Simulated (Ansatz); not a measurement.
input.yaml (Ansatz)

```yaml
crystal:
  lattice:
    - [-1.4906949562, 1.4906949562, 1.4906949562]
    - [1.4906949562, -1.4906949562, 1.4906949562]
    - [1.4906949562, 1.4906949562, -1.4906949562]
  atoms:
    - { symbol: V, position: [0.0, 0.0, 0.0], spin: 1.0 }
hamiltonian:
  xc: r2scan
  pseudopotentials:
    kind: paw
    azcp:
      V: "pseudopotentials/V.paw.azcp"
basis:
  ecutwfc: 500
  fft_grid_basis: typed
kpoints:
  mp_grid: { grid: [24, 24, 24], shift: [0, 0, 0] }
magnetization:
  spin_polarized: true
scf:
  occupations: { method: fermi_dirac, width: 0.05 }
```

Output

```
Engine: ansatz 0.2.0, aarch64-unknown-linux-gnu
Pseudopotentials: kind: paw
Pseudopotential: V, paw, valence charge 13, recommended cutoff 500 eV (meta_gga) 
Functional definition: r2SCAN
  parameter k0 = 0.174
  parameter k1 = 0.065
  parameter a1 = 4.9479
  exchange = r2scan_x(k0 = k0, k1 = k1, a1 = a1)
  correlation = r2scan_c
Crystal: 1 atoms, lattice volume = 13.250 Å³
Basis set: ecut = 500 eV, 321 PW (Γ), exchange–correlation on 80×80×80 points (64 copies of the dense FFT grid, shifted against one another)
Bands: 11, of which v1, the nominal top of the filled ones, is band 7 counted from 1 (6 counted from 0)
Symmetry: 48 space group operations
Space group: Im-3m (ITA 229), of the structure as read, at distance tolerance 2.4e-5 Å
Magnetic group: BNS 229.140 (UNI 1642), of the structure as read, at distance tolerance 2.4e-5 Å
k-points: 413 of 13824
Non-local potential: V, projectors of the file, l = 0: 3, l = 1: 2, l = 2: 3, l = 3: 1
PAW form: soft (Blöchl's): semilocal exchange-correlation on the pseudo side does not see the compensation charge
PAW frozen core: V, regenerated for the run's functional (the file was generated under x = pbe(κ = 0.804, μ = 0.2195149727645171), c = pbe(β = 0.06672455060314922))
PAW one-centre angular grid: V, 590 points (default); XC on 160 Gauss nodes
Initial density: superposition of atomic densities (chi_scale 0.1, normalization cell)
Starting moments: Σ|m| = 1 μB on 1 of 1 site
Initial wavefunctions: pseudopotential atomic-orbital guess
Functional: x = r2scan, c = r2scan; τ floored in thin density (d = 2e-4 eV/Å³)
SCF iter   1: F=—  HF=-2917.642758 eV  |F-HF|=—  |Δ(HF+E_count)|=         —  Δρ=8.76e-2 (↑8.76e-2 ↓3.56e-2)  dr2=1.69e0  dr2_τ=9.35e-3  dr2_m=1.14e-1  M=0.677 μB ∫|m|=0.677 μB  β_m=0.93  ethr=3.10e-3  ⟨swp⟩=4.4  Hψ=44403  notcnv=0
Mixer restart at iter 1: flushing history
SCF iter   2: F=—  HF=-2916.766398 eV  |F-HF|=—  |Δ(HF+E_count)|=   8.76e-1  Δρ=1.73e-2 (↑1.73e-2 ↓1.52e-2)  dr2=1.15e-1  dr2_τ=2.87e-3  dr2_m=1.43e-3  M=0.694 μB ∫|m|=0.695 μB  β_m=1.00  ethr=3.10e-3  ⟨swp⟩=2.8  Hψ=24263  notcnv=0  defer=109  κ⁻¹=1.0e0(r=1)
SCF iter   3: F=—  HF=-2916.851573 eV  |F-HF|=—  |Δ(HF+E_count)|=         —  Δρ=1.85e-2 (↑1.23e-2 ↓1.85e-2)  dr2=9.53e-3  dr2_τ=1.47e-3  dr2_m=2.24e-2  M=0.518 μB ∫|m|=0.522 μB  β_m=1.00  ethr=8.87e-4  ⟨swp⟩=2.5  Hψ=16416  notcnv=0  defer=109
Mixer restart at iter 3: flushing history
...
SCF 1 converged in 20 iterations: F = -2917.072178 eV  dr2 = 2.07e-13
...
iter 29 did not close the SCF: its close was put off for a magnetic moment that had not settled (scf_convergence_deferred on its scf_iter line)
SCF iter  29: F=-2917.072178 eV  HF=-2917.072178 eV  |F-HF|=9.91e-9  |Δ(HF+E_count)|=   2.79e-7  Δρ=1.85e-6 (↑1.73e-6 ↓1.85e-6)  dr2=3.61e-12  dr2_τ=1.36e-11  dr2_m=3.88e-10  M=0.002 μB ∫|m|=0.002 μB  β_m=1.20  ethr=1.05e-11  ⟨swp⟩=1.0  Hψ=32061  notcnv=0  κ⁻¹=4.4e-7(r=8)
iter 30 did not close the SCF: its close was put off for a magnetic moment that had not settled (scf_convergence_deferred on its scf_iter line)
SCF iter  30: F=-2917.072178 eV  HF=-2917.072178 eV  |F-HF|=4.74e-9  |Δ(HF+E_count)|=   2.66e-8  Δρ=8.17e-7 (↑8.17e-7 ↓7.20e-7)  dr2=3.08e-12  dr2_τ=2.55e-12  dr2_m=6.80e-11  M=0.001 μB ∫|m|=0.001 μB  β_m=1.20  ethr=1.00e-12  ⟨swp⟩=1.0  Hψ=29876  notcnv=0  κ⁻¹=3.6e-7(r=8)
SCF iter  31: F=-2917.072178 eV  HF=-2917.072178 eV  |F-HF|=9.78e-11  |Δ(HF+E_count)|=   1.83e-8  Δρ=1.52e-7 (↑6.60e-8 ↓1.52e-7)  dr2=2.55e-12  dr2_τ=1.64e-13  dr2_m=7.60e-13  M=-0.000 μB ∫|m|=0.000 μB  ethr=1.00e-12  ⟨swp⟩=1.0  Hψ=31744  notcnv=0
SCF 2 converged in 31 iterations: F = -2917.072178 eV  dr2 = 2.55e-12
WARN: the starting moments were not kept: the SCF closed with an absolute magnetisation of 1.0e-4 μB, where they sum to 1 μB in size (1 site). That is at most 0.1 of that sum. Measured as dr2_m measures the in/out step, that magnetisation stands 6.6e-9 eV from none, at or under the dr2_threshold of 1.0e-7 eV: it is no larger than a step whose dr2_m would equal this threshold. The system may hold no moment; this SCF shows only that its start led to no more than that. To try another start: raise the starting moments (crystal.atoms[].spin, magnetization.per_species, magnetization.initial_magnetization, or on a non-collinear deck that types none of these the spinor_matrix: blocks that start its atoms; where the total moment is fixed, keep their sum and leave initial_magnetization as it is; typed ones take the place of any that the run laid by itself, positive ones on a crystal's lanthanoids without a Hubbard term where scf.initial_density.shell_occupations: [] is typed) or, if the notice of its spin-set hold's release reads "site moments contracting" or "site moments show no strong build", lengthen the hold (scf.mixing.spin_hold: { on: { confirm: 4 } }; for m-r²SCAN on two components see the key's manual first). Each may lead to a state that holds a moment. A second SCF, from the converged charge density, with the starting moments and any scf.initial_density.shell_occupations laid on it anew, would have followed, and was not run: the deck does not ask for one (magnetization.retry_lost_moments is false, the default). To let it run, set magnetization.retry_lost_moments: true and run the deck again, where that key's refused combinations let it; where memory then withholds it, that run's warning says so.
this state was not tested for a lower state beside it, because the mixer in use, unlike msr1, does not test its closes by its own steps (another_mixer; see scf.mixing.algorithm and scf.lower_state_search)
SCF converged after 20 iterations
Magnetization: 0.0001 μB (6.5001 up, 6.4999 down)
Absolute magnetization: 0.0001 μB (∫|ρ↑−ρ↓|, with the PAW one-centre terms)
Spin contamination: 0.0000 ħ² per cell (⟨S²⟩ above its minimum at these occupations)
Per-site moments (μB) at R_I (Å): [(8.683839898947455e-5, 1.065058253624088)]
Free energy (F): -2917.072178 eV
Harris-Foulkes:  -2917.072178 eV  (|F-HF|=3.64e-12)
Internal energy: -2917.058259 eV  (E = F + TS)
E sigma→0 (E₀):  -2917.065219 eV
Entropy (-TS):   -0.013919 eV (-13.919 meV/atom)
Fermi energy:    16.782841 eV
--- Per-component energies (eV) ---
  E_band       = -155.663585
  E_kinetic    = 336.803666
  E_local      = -879.233023  (includes V_loc(G=0)·N_el)
  E_nonlocal   = -45.736751
  E_hartree    = 404.701564
  E_xc         = -126.839094
  E_vxc        = -184.676527  (∫ρ·V_xc dr)
  E_paw        = -1121.238712  (= ΣΔE_a)
  E_vpaw       = -204.595871  (= ΣTr[D̂ρ^β])
  E_aug_tail   = 0.000166  (compensation charges beyond the density's cutoff)
  E_vtau       = 12.371618  (kinetic-family band-sum trace: ∫τ·v_τ [+ j·A + Jᵃ·Aᵃ] dr)
  E_ewald      = -1485.250293
  E_core_change = -0.265781  (= ΣΔE_core)
  E_smearing   = -0.013919  (= −TS)
  E_closure    = -0.000000  (closes the sum)
  Σ components = -2917.072178   (vs F -2917.072178, Δ=0.00e0)
```
